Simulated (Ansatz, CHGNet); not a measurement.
For LiNbO3 (R3c, No. 161), the machine-learned potential CHGNet-r²SCAN (trained on r²SCAN data) gives:

```
Quantity               Result
-------------------  --------
lattice parameter a   5.153 Å
c axis length        13.997 Å
```

Q: What does HSE06 in Ansatz (plane waves, PAW) give for the same quantities?

A: 
- lattice constant a: 5.133 Å (drops by 0.4 %)
- lattice parameter c: 13.842 Å (drops by 1.1 %)

Changes are worked out from the printed values.

Unless a cell is named, each level is at its own relaxed cell (CHGNet-r²SCAN 10.73, HSE06 10.53 Å³/atom).

Caveats: the relaxation could not lower the start's symmetry, so the cell can be a saddle point above a distorted one (CHGNet-r²SCAN, HSE06). Ansatz's density-functional and Hartree–Fock values are scalar-relativistic unless marked +SOC, with PAW data made under PBE.

Ansatz is a program for electronic structure.
